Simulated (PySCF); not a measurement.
Energy landscape of H₂S, triplet: collinear S-H-H surface. Scanned: S-H distance and H-H distance.

Cartesian coordinates as functions of the variables (Å; names that start with a are angles):
```
S  0  0  -r1
H  0  0  0
H  0  0  r2
```

Calculation: unrestricted B3LYP/6-31G*, spherical d run with PySCF.

Energy in kcal/mol above the lowest grid point; x is the S-H distance (Å), y the H-H distance (Å).

```csv
y \ x,1.14,1.26,1.37,1.49,1.61,1.75,1.90,2.07,2.29,2.58,2.95,3.46,3.89
2.15,45.7,28.1,24.8,28.6,36.5,47.8,60.3,73.1,85.3,94.5,102.2,102.1,102.8
1.91,46.2,28.4,24.7,28.2,35.7,46.5,58.2,69.9,80.9,89.1,95.7,96.1,96.6
1.63,47.8,29.2,24.8,27.4,33.8,43.1,52.9,62.2,70.6,76.7,80.9,81.7,82.1
1.42,50.3,30.5,24.8,25.9,30.7,37.8,45.0,51.5,57.0,60.7,61.9,62.6,62.9
1.27,53.1,31.9,24.8,24.1,27.0,31.7,36.6,40.7,43.9,45.7,46.1,46.5,46.8
1.14,56.8,33.7,24.7,22.0,22.6,24.9,27.4,29.5,31.0,31.8,31.7,32.0,32.2
1.05,60.3,35.5,24.9,20.3,19.3,19.7,20.6,21.4,22.0,22.2,21.9,22.1,22.2
0.96,65.2,38.3,25.7,19.1,16.1,14.6,14.0,13.7,13.4,13.2,12.8,12.8,12.9
0.89,70.3,41.5,27.2,18.8,14.2,11.4,9.7,8.5,7.7,7.1,6.7,6.6,6.7
0.82,77.3,46.3,30.1,19.7,13.7,9.4,6.7,4.8,3.5,2.6,2.2,2.0,2.1
0.76,85.3,52.2,34.3,22.3,14.9,9.5,6.0,3.6,1.8,0.7,0.3,0.0,0.0
0.70,96.1,60.8,41.0,27.4,18.7,12.2,8.0,5.0,2.9,1.6,1.1,0.8,0.8
0.63,113.8,75.7,53.8,38.3,28.2,20.5,15.4,11.9,9.4,7.8,7.2,6.9,6.9
```

Points that lie below all their neighbours on the grid: x = 3.46, y = 0.76 (0.0 kcal/mol); x = 1.37, y = 1.91 (24.7 kcal/mol). The lowest path on the grid from the first to the second passes x = 1.37, y = 1.42 at 24.8 kcal/mol.
